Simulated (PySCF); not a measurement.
**How far are cheaper levels from CCSD(T)/CBS for SiCl?**

PySCF; the state is a doublet (π ↑). The composite is CCSD(T) extrapolated to the basis-set limit from two correlation-consistent sets, with core-valence (CV) and scalar-relativistic (SR) terms as its label shows; it has no spin–orbit coupling and nothing beyond (T). Here it is CCSD(T)/CBS(TQ)+SR. It gives Re = 2.064 Å, ωe = 537 cm⁻¹ and De = 4.44 eV to Si + Cl.

```csv
level,basis,relativity,Re (Å),ωe (cm⁻¹),De (eV)
UHF,pcseg-2,no relativity,2.075,532,3.01
UHF-MP2,pcseg-1,no relativity,2.090,526,3.92
UHF-CCSD,pcseg-2,no relativity,2.060,551,4.05
PBE,pcseg-1,no relativity,2.111,499,4.40
r²SCAN,3-21G,no relativity,2.224,446,3.78
r²SCAN,def2-SVPD,no relativity,2.105,513,4.41
r²SCAN,def2-TZVPPD,no relativity,2.071,527,4.51
MN15,x2c-TZVPPall,spin-free X2C,2.052,542,4.51
M06-2X,def2-TZVPPD,no relativity,2.070,531,4.55
ωB97X,def2-TZVPPD,no relativity,2.060,542,4.48
```

Problem. Give the difference of each row from the composite.

Solution. 

| level | basis | ΔRe (pm) | Δωe (%) | ΔDe (eV) |
| --- | --- | --- | --- | --- |
| UHF | pcseg-2 | +1.1 | -0.9 | -1.43 |
| UHF-MP2 | pcseg-1 | +2.6 | -2.0 | -0.52 |
| UHF-CCSD | pcseg-2 | -0.4 | +2.6 | -0.39 |
| PBE | pcseg-1 | +4.7 | -7.1 | -0.04 |
| r²SCAN | 3-21G | +16.0 | -16.9 | -0.66 |
| r²SCAN | def2-SVPD | +4.1 | -4.5 | -0.03 |
| r²SCAN | def2-TZVPPD | +0.7 | -1.9 | +0.07 |
| MN15 | x2c-TZVPPall | -1.2 | +0.9 | +0.07 |
| M06-2X | def2-TZVPPD | +0.6 | -1.1 | +0.11 |
| ωB97X | def2-TZVPPD | -0.4 | +0.9 | +0.04 |

Problem. Which rows come closest in De?

Solution. PBE in pcseg-1 (-0.04 eV); r²SCAN in def2-SVPD (-0.03 eV); ωB97X in def2-TZVPPD (+0.04 eV), counted from the composite.

Correlated steps freeze 10 core orbitals. Correlated levels converge slowly with the basis: in double zeta they bind strong bonds too weakly, by up to about 1 eV, and carry superposition errors of some tenths. 3-21G is very small, so such numbers show the basis as much as the molecule. The state is the lowest determinant that a PBE0 search found; another state may lie lower at other levels.
